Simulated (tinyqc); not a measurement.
Worked calculation: UKS/BP86 in the sto-3g basis, for NH, spin multiplicity 3. One step of it, computed by the program tinyqc.

Question. Iteration 1: building the Kohn-Sham matrix. J_ij = sum D_kl (ij|kl) with D = D(alpha) + D(beta); F = H + J + V_xc; E = tr D H + tr D J / 2 + E_xc + E_nn.

D(alpha) at the start:
```
            1N 1s      1N 2s    1N 2px    1N 2py     1N 2pz      2H 1s
1N 1s    1.062975  -0.279425  0.000000  0.000000  -0.028423   0.048201
1N 2s   -0.279425   1.237724  0.000000  0.000000   0.176586  -0.214368
1N 2px   0.000000   0.000000  1.000000  0.000000   0.000000   0.000000
1N 2py   0.000000   0.000000  0.000000  1.000000   0.000000   0.000000
1N 2pz  -0.028423   0.176586  0.000000  0.000000   1.169729  -0.238882
2H 1s    0.048201  -0.214368  0.000000  0.000000  -0.238882   0.075040
```

D(beta) at the start:
```
            1N 1s      1N 2s    1N 2px    1N 2py     1N 2pz      2H 1s
1N 1s    1.062975  -0.279425  0.000000  0.000000  -0.028423   0.048201
1N 2s   -0.279425   1.237724  0.000000  0.000000   0.176586  -0.214368
1N 2px   0.000000   0.000000  0.000000  0.000000   0.000000   0.000000
1N 2py   0.000000   0.000000  0.000000  0.000000   0.000000   0.000000
1N 2pz  -0.028423   0.176586  0.000000  0.000000   1.169729  -0.238882
2H 1s    0.048201  -0.214368  0.000000  0.000000  -0.238882   0.075040
```

core Hamiltonian H = T + V (hartree):
```
             1N 1s      1N 2s     1N 2px     1N 2py     1N 2pz      2H 1s
1N 1s   -24.715031  -5.683540   0.000000   0.000000  -0.015655  -1.404937
1N 2s    -5.683540  -6.766277   0.000000   0.000000  -0.180141  -2.894272
1N 2px    0.000000   0.000000  -5.375770   0.000000   0.000000   0.000000
1N 2py    0.000000   0.000000   0.000000  -5.375770   0.000000   0.000000
1N 2pz   -0.015655  -0.180141   0.000000   0.000000  -5.504705  -2.211692
2H 1s    -1.404937  -2.894272   0.000000   0.000000  -2.211692  -4.001137
```

Two-electron integrals (ij|kl) in chemists' order, unique and non-zero (hartree):
```
(11|11) 4.166630   (21|11) 0.640849   (21|21) 0.117461   (22|11) 0.969864
(22|21) 0.220936   (22|22) 0.708245   (31|31) 0.020960   (32|31) 0.032452
(32|32) 0.156449   (33|11) 0.967124   (33|21) 0.220977   (33|22) 0.708086
(33|33) 0.762805   (41|41) 0.020960   (42|41) 0.032452   (42|42) 0.156449
(43|43) 0.041119   (44|11) 0.967124   (44|21) 0.220977   (44|22) 0.708086
(44|33) 0.680568   (44|44) 0.762805   (51|51) 0.020960   (52|51) 0.032452
(52|52) 0.156449   (53|53) 0.041119   (54|54) 0.041119   (55|11) 0.967124
(55|21) 0.220977   (55|22) 0.708086   (55|33) 0.680568   (55|44) 0.680568
(55|55) 0.762805   (61|11) 0.159251   (61|21) 0.028949   (61|22) 0.054115
(61|33) 0.053980   (61|44) 0.053980   (61|51) 0.001523   (61|52) 0.002849
(61|55) 0.054393   (61|61) 0.007255   (62|11) 0.370597   (62|21) 0.085391
(62|22) 0.300222   (62|33) 0.294233   (62|44) 0.294233   (62|51) 0.007141
(62|52) 0.053174   (62|55) 0.311924   (62|61) 0.021611   (62|62) 0.159147
(63|31) 0.008901   (63|32) 0.050763   (63|53) 0.010861   (63|63) 0.021625
(64|41) 0.008901   (64|42) 0.050763   (64|54) 0.010861   (64|64) 0.021625
(65|11) 0.285110   (65|21) 0.066548   (65|22) 0.249094   (65|33) 0.237069
(65|44) 0.237069   (65|51) 0.013787   (65|52) 0.092354   (65|55) 0.272876
(65|61) 0.017626   (65|62) 0.158653   (65|65) 0.177384   (66|11) 0.504195
(66|21) 0.118046   (66|22) 0.472400   (66|33) 0.450018   (66|44) 0.450018
(66|51) 0.013061   (66|52) 0.130592   (66|55) 0.516601   (66|61) 0.030246
(66|62) 0.310022   (66|65) 0.347035   (66|66) 0.774606
```

nuclear repulsion = 3.63874310 hartree

V_xc(alpha) (hartree):
```
            1N 1s      1N 2s     1N 2px     1N 2py     1N 2pz      2H 1s
1N 1s   -2.728312  -0.374751   0.000000   0.000000  -0.001822  -0.094156
1N 2s   -0.374751  -0.729239   0.000000   0.000000   0.000198  -0.267169
1N 2px   0.000000   0.000000  -0.727178   0.000000   0.000000   0.000000
1N 2py   0.000000   0.000000   0.000000  -0.727178   0.000000   0.000000
1N 2pz  -0.001822   0.000198   0.000000   0.000000  -0.719239  -0.193823
2H 1s   -0.094156  -0.267169   0.000000   0.000000  -0.193823  -0.258689
```

V_xc(beta) (hartree):
```
            1N 1s      1N 2s     1N 2px     1N 2py     1N 2pz      2H 1s
1N 1s   -2.702090  -0.354097   0.000000   0.000000  -0.002200  -0.089693
1N 2s   -0.354097  -0.617346   0.000000   0.000000  -0.000534  -0.233321
1N 2px   0.000000   0.000000  -0.581799   0.000000   0.000000   0.000000
1N 2py   0.000000   0.000000   0.000000  -0.581799   0.000000   0.000000
1N 2pz  -0.002200  -0.000534   0.000000   0.000000  -0.673423  -0.180383
2H 1s   -0.089693  -0.233321   0.000000   0.000000  -0.180383  -0.238498
```

E_xc = sum of w rho eps_xc = -7.61978614 hartree

Give: Coulomb J; F(alpha); F(beta); total energy of this density.

Answer.

Coulomb J (hartree):
```
         1N 1s   1N 2s  1N 2px  1N 2py  1N 2pz  2H 1s
1N 1s   14.256   2.623   0.000   0.000   0.003  0.648
1N 2s    2.623   6.227   0.000   0.000  -0.007  2.553
1N 2px   0.000   0.000   6.197   0.000   0.000  0.000
1N 2py   0.000   0.000   0.000   6.197   0.000  0.000
1N 2pz   0.003  -0.007   0.000   0.000   6.267  2.074
2H 1s    0.648   2.553   0.000   0.000   2.074  3.833
```

F(alpha) (hartree):
```
          1N 1s   1N 2s  1N 2px  1N 2py  1N 2pz   2H 1s
1N 1s   -13.188  -3.435   0.000   0.000  -0.014  -0.851
1N 2s    -3.435  -1.269   0.000   0.000  -0.187  -0.608
1N 2px    0.000   0.000   0.094   0.000   0.000   0.000
1N 2py    0.000   0.000   0.000   0.094   0.000   0.000
1N 2pz   -0.014  -0.187   0.000   0.000   0.043  -0.331
2H 1s    -0.851  -0.608   0.000   0.000  -0.331  -0.426
```

F(beta) (hartree):
```
          1N 1s   1N 2s  1N 2px  1N 2py  1N 2pz   2H 1s
1N 1s   -13.162  -3.414   0.000   0.000  -0.014  -0.847
1N 2s    -3.414  -1.157   0.000   0.000  -0.188  -0.574
1N 2px    0.000   0.000   0.239   0.000   0.000   0.000
1N 2py    0.000   0.000   0.000   0.239   0.000   0.000
1N 2pz   -0.014  -0.188   0.000   0.000   0.089  -0.318
2H 1s    -0.847  -0.574   0.000   0.000  -0.318  -0.406
```

total energy of this density = -53.76871 hartree

This density is the starting one.
